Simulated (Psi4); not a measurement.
**BNH4 (SMILES BN): OMP2/def2-TZVPP (density fitting for correlation)**

Aim: the energy change on altering one bond length of BNH4 at OMP2/def2-TZVPP (density fitting for correlation), from 2 runs. 

The results are computed with Psi4 1.11.

## (1) Starting point

BNH4: 6 atoms, total charge 0, spin state singlet. As SMILES, `BN`. The coordinates come from a PBE0-D4/def2-TZVP relaxation.

Bond lengths: B1–N2 1.385 Å, B1–H3 1.197 Å, B1–H4 1.197 Å, N2–H5 1.006 Å, N2–H6 1.006 Å. Angles: B1–N2–H5 123.2°, B1–N2–H6 123.2°, N2–B1–H3 119.0°, N2–B1–H4 119.0°, H5–N2–H6 113.5°, H3–B1–H4 122.0°.

## (2) The energy at OMP2/def2-TZVPP (density fitting for correlation)

The input, run.py:

```python
import psi4

psi4.set_memory(1600000000)
psi4.set_num_threads(1)
psi4.set_output_file('bh4n.out', False)

m = psi4.geometry("""
0 1
B     -0.128200    -0.679600    -0.025600
N      0.146100     0.677400     0.010800
H      0.225800    -1.368000     0.887500
H     -0.712000    -1.128700    -0.969200
H     -0.121600     1.313700    -0.720800
H      0.632000     1.121400     0.771300
symmetry c1
""")

psi4.set_options({
    'basis': 'def2-TZVPP',
    'puream': True,
    'e_convergence': 1e-09,
    'd_convergence': 1e-08,
    'scf_type': 'pk',
    'num_frozen_docc': 2,
})

result, w = psi4.energy('omp2', molecule=m, return_wfn=True)
print(f'omp2 energy: {result:.10f} Eh')
```

On the command line:

```bash
$ python run.py
```

bh4n.out:

```text
[...]
  Running in c1 symmetry.
[...]
  Nuclear repulsion =   32.316093047941223
[...]
  Multiplicity = 1
[...]
  Nalpha       = 8
  Nbeta        = 8
[...]
    Number of basis functions: 118
[...]
   @RHF iter   1:   -81.44506512531453   -7.42204e-01   3.61420e-03 DIIS/ADIIS
[...]
   @RHF iter  10:   -81.52967176711789   -7.83018e-12   3.04725e-09 DIIS
[...]
    Orbital Energies [Eh]
    ---------------------
    Doubly Occupied:
       1A    -15.554914     2A     -7.582010     3A     -1.161186
       4A     -0.717119     5A     -0.684671     6A     -0.553638
       7A     -0.462547     8A     -0.440171
[...]
  @RHF Final Energy:   -81.52967176711789
   => Energetics <=
    Nuclear Repulsion Energy =             32.3160930479412229
    One-Electron Energy =                -173.3790177560742336
    Two-Electron Energy =                  59.5332529410151281
    Total Energy =                        -81.5296717671178897
[...]
 Multipole Moments:
 ------------------------------------------------------------------------------------
     Multipole            Electronic (a.u.)      Nuclear  (a.u.)        Total (a.u.)
 ------------------------------------------------------------------------------------
 L = 1.  Multiply by 2.5417464519 to convert [e a0] to [Debye]
 Dipole X            :          0.0532708            0.0811556            0.1344264
 Dipole Y            :          0.2639865            0.4016450            0.6656315
 Dipole Z            :          0.0071072            0.0107185            0.0178257
 Magnitude           :                                                    0.6793037
[...]
	Warning: cc_lambda option is changed to TRUE
	For this residual convergence, default PCG convergence is:     1.00e-07
[...]
	DF-MP2 Total Energy (a.u.)         :   -81.85622203970236
[...]
	DF-MP2 Total Energy (a.u.)         :   -81.85925679810316
[...]
	DF-OMP2 Total Energy (a.u.)        :   -81.85925679810371
[...]
```

The script printed:

```text
omp2 energy: -81.8592567981 Eh
```

Run time: 17 s. Hardware: 1 thread of AMD EPYC 7B13 (Zen 3), shared host; peak memory 0.55 GiB.

## (3) The distorted shape, same level

The input, bh4n.inp:

```
memory 1600 mb

molecule mol {
  0 1
  B     -0.169352    -0.883187    -0.031061
  N      0.146100     0.677400     0.010800
  H      0.184648    -1.571587     0.882039
  H     -0.753152    -1.332287    -0.974661
  H     -0.121600     1.313700    -0.720800
  H      0.632000     1.121400     0.771300
  symmetry c1
  no_reorient
  no_com
}

set {
  basis           def2-TZVPP
  puream          true
  e_convergence   1e-09
  d_convergence   1e-08
  scf_type        pk
  num_frozen_docc 2
}

energy_value, wavefunction = energy('omp2', return_wfn=True)
```

On the command line:

```bash
$ psi4 bh4n.inp bh4n.out -n 1
```

bh4n.out:

```text
[...]
  Running in c1 symmetry.
[...]
  Nuclear repulsion =   30.057889293365918
[...]
  Multiplicity = 1
[...]
  Nalpha       = 8
  Nbeta        = 8
[...]
    Number of basis functions: 118
[...]
   @RHF iter   1:   -81.42812610501363   -9.55155e-01   3.41946e-03 ADIIS/DIIS
[...]
   @RHF iter  10:   -81.50456492990125   -1.12124e-11   3.72708e-09 DIIS
[...]
    Orbital Energies [Eh]
    ---------------------
    Doubly Occupied:
       1A    -15.550150     2A     -7.627124     3A     -1.118259
       4A     -0.695612     5A     -0.656916     6A     -0.539230
       7A     -0.487502     8A     -0.404886
[...]
  @RHF Final Energy:   -81.50456492990125
   => Energetics <=
    Nuclear Repulsion Energy =             30.0578892933659176
    One-Electron Energy =                -168.9655509263547515
    Two-Electron Energy =                  57.4030967030875843
    Total Energy =                        -81.5045649299012496
[...]
 Multipole Moments:
 ------------------------------------------------------------------------------------
     Multipole            Electronic (a.u.)      Nuclear  (a.u.)        Total (a.u.)
 ------------------------------------------------------------------------------------
 L = 1.  Multiply by 2.5417464519 to convert [e a0] to [Debye]
 Dipole X            :         -0.1582109            0.2226778            0.0644669
 Dipole Y            :          0.5895654           -0.2700589            0.3195065
 Dipole Z            :          0.2387659           -0.2302197            0.0085463
 Magnitude           :                                                    0.3260574
[...]
	Warning: cc_lambda option is changed to TRUE
	For this residual convergence, default PCG convergence is:     1.00e-07
[...]
	DF-MP2 Total Energy (a.u.)         :   -81.83326736973433
[...]
	DF-MP2 Total Energy (a.u.)         :   -81.83740357173625
[...]
	DF-OMP2 Total Energy (a.u.)        :   -81.83740357173515
[...]
```

Wall time 14 s (1 thread of AMD EPYC 7B13 (Zen 3), shared host); peak memory 0.56 GiB.

## (4) What came out

At OMP2/def2-TZVPP (density fitting for correlation), 2 core orbitals frozen:

```
                                                         quantity         value
                                        first shape: total energy  -81.85926 Eh
                 first shape: HOMO energy (Hartree–Fock orbitals)     -11.98 eV
                 first shape: LUMO energy (Hartree–Fock orbitals)       3.29 eV
               first shape: HOMO–LUMO gap (Hartree–Fock orbitals)      15.27 eV
         first shape: correlation energy (2 core orbitals frozen)    -329.6 mEh
                                    distorted shape: total energy  -81.83740 Eh
             distorted shape: HOMO energy (Hartree–Fock orbitals)     -11.02 eV
             distorted shape: LUMO energy (Hartree–Fock orbitals)       2.69 eV
           distorted shape: HOMO–LUMO gap (Hartree–Fock orbitals)      13.70 eV
     distorted shape: correlation energy (2 core orbitals frozen)    -332.8 mEh
energy change with the B1–N2 bond stretched from 1.385 to 1.593 Å      0.595 eV
```

**Reading.** With the B1–N2 bond stretched from 1.385 to 1.593 Å the energy rises by 0.59 eV (57.4 kJ/mol). The first shape isn't relaxed at this level, so the change isn't measured from a minimum.
